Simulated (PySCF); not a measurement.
Species: [MoOF5]2-, F5MoO (charge -2 and doublet state).
SMILES: `[O]=[Mo-2]([F])([F])([F])([F])[F]`

The calculation used PBE0-D3(BJ)/def2-SVP geometry optimisation, gas phase, def2 core potentials past Kr in PySCF.

Take the most abundant isotopes and a rigid rotor. 

Question: What are A, B and C (MHz)?

Answer: Ia = 267.18, Ib = 267.70, Ic = 291.66 u·Å²; 505379 MHz·u·Å²/I gives A = 1892, B = 1888, C = 1733 MHz.

Question: What kind of rotor is it?

Answer: An oblate symmetric top, as the point group C4v requires two equal moments; the computed ones differ by 0.20 % because the geometry is symmetric only within the optimiser's tolerance; Ray's κ = 0.954.

Question: What does the inertial defect say?

Answer: Not planar: Δ = Ic − Ia − Ib = -243.22 u·Å². For a rigid frame Δ = −2 Σ m c², so Σ m c² = 121.61 u·Å² lies off the ab plane. The atom farthest from that plane is 1.88 Å away.

Question: Give the other two planar moments, Paa and Pbb, and the rms extents of the mass along the axes.

Answer: Paa = Σ m a² = (Ib + Ic − Ia)/2 = 146.09 and Pbb = Σ m b² = (Ia + Ic − Ib)/2 = 145.57 u·Å². With the mass M = 208.89 u, the rms extents √(P/M) along a, b and c are 0.84, 0.83, 0.76 Å.

Question: Where do the R-branch lines fall?

Answer: The dipole of 0.68 D (about the centre of mass, as the species is charged) lies along the symmetry axis, so ΔK = 0 and J+1 ← J falls at 2B(J+1) for every K: 3.78 GHz, 7.56 GHz, 11.34 GHz, 15.12 GHz, 18.90 GHz for J = 0 to 4.

For this open shell read J as N, the rotation without spin; fine and hyperfine splittings come on top. Stationary, but not proved a minimum. ⟨S²⟩ = 0.757 (exact for a doublet: 0.75). Whether so highly charged an anion holds all its electrons in the gas phase wasn't checked; a finite basis holds them in any case. The ion is multiply charged and computed without counter-ions or solvent. The geometry's basis has no diffuse functions, a weakness for an anion. Zero-point vibration and centrifugal distortion are left out.

Neither the SCF state along the optimisation nor the shape of the open-shell metal species was proved the lowest: other solutions of the same spin, or a structure of lower symmetry, can lie below.
